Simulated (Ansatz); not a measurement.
Geometry optimisation, RKS B3LYP/6-31G* (Ansatz).

input.yaml

```yaml
crystal:
  periodic: [false, false, false]
  atoms:
    - { symbol: Si, position_ang: [-0.244131, -0.119427, -0.403239] }
    - { symbol: H, position_ang: [-0.116344, 0.760163, 2.114684] }
    - { symbol: H, position_ang: [0.900347, -0.744618, 0.30155] }
    - { symbol: H, position_ang: [-0.074508, 1.354384, -0.427427] }
    - { symbol: H, position_ang: [-0.259843, -0.613136, -1.808703] }
    - { symbol: O, position_ang: [-1.678525, -0.535769, 0.34217] }
    - { symbol: Si, position_ang: [-3.190216, -1.113072, -0.004006] }
    - { symbol: H, position_ang: [-3.130748, -2.53333, -0.445032] }
    - { symbol: H, position_ang: [-4.013081, -1.021594, 1.227734] }
    - { symbol: H, position_ang: [-3.834846, -0.312676, -1.081659] }
    - { symbol: H, position_ang: [-0.751005, 0.446274, 2.101129] }
basis:
  gaussian: { orbitals: "6-31G*" }
hamiltonian:
  xc: b3lyp
relax:
  f_tol: 0.03
  max_steps: 50
output:
  orbitals: {}
```

Run as:

```bash
$ ansatz run input.yaml --threads 1 --pin off --max-ram 2048MiB --backend cpu --events-out ev --progress --plain --runs-dir out
```

Task: Where does it end, and by what steps?

Result: The forces met the threshold. The force dipped under the threshold on the way, but the program's further checks kept it going. After 22 steps the energy has fallen by 0.203 eV; H2 moved furthest, 1.41 Å.

```csv
step,energy less start (eV),largest force component (eV/Å),accepted
0,0.0000,1.286,yes
1,-0.1078,0.195,yes
2,-0.1513,0.204,yes
3,-0.1749,0.098,yes
4,-0.1856,0.282,yes
5,-0.1920,0.036,yes
6,-0.1935,0.085,yes
7,-0.1941,0.102,yes
8,-0.1950,0.066,yes
9,-0.1957,0.018,yes
10,-0.1969,0.090,yes
11,-0.1966,0.242,no
12,-0.1976,0.052,yes
13,-0.1979,0.112,yes
14,-0.1982,0.055,yes
15,-0.1986,0.012,yes
16,-0.1993,0.086,yes
17,-0.1986,0.174,no
18,-0.2000,0.073,yes
19,-0.2004,0.092,yes
20,-0.2011,0.059,yes
21,-0.2021,0.003,yes
22,-0.2034,0.027,yes
```

```xyz
11
Properties=species:S:1:pos:R:3
Si -0.132 -0.273 -0.879
H -0.854 0.866 3.313
H 1.065 -0.546 -0.043
H -0.106 1.147 -1.323
H -0.095 -1.148 -2.085
O -1.488 -0.570 0.020
Si -3.080 -1.010 0.048
H -3.279 -2.307 -0.656
H -3.499 -1.156 1.465
H -3.930 0.025 -0.604
H -0.994 0.540 2.660
```

Run time: 69 s on 1 thread of Arm Neoverse V1, with other jobs on the host, peak memory 0.13 GiB.
